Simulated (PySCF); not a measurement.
Stepwise substitution at one centre (B Cl-SiH3). Isolated molecules, 0 K electronic values unless said otherwise. Strings in code marks are SMILES.

All values below come from PySCF 2.14.0 with PBE-D3(BJ)/def2-TZVP. 

```json
[
 {"species": "0 of 3 Cl replaced by SiH3 (`ClB(Cl)Cl`)", "HOMO (eV)": "…", "HOMO–LUMO gap (eV)": "5.01"},
 {"species": "1 of 3 Cl replaced by SiH3", "HOMO (eV)": "…", "HOMO–LUMO gap (eV)": "4.01"},
 {"species": "2 of 3 Cl replaced by SiH3 (`[SiH3]B([SiH3])Cl`)", "HOMO (eV)": "-6.34", "HOMO–LUMO gap (eV)": "2.76"},
 {"species": "3 of 3 Cl replaced by SiH3", "HOMO (eV)": "-6.86", "HOMO–LUMO gap (eV)": "2.82"}
]
```

Task: Fill in the missing entries.

Result: 
- 0 of 3 Cl replaced by SiH3 (`ClB(Cl)Cl`), HOMO (eV): -7.67
- 1 of 3 Cl replaced by SiH3, HOMO (eV): -7.15
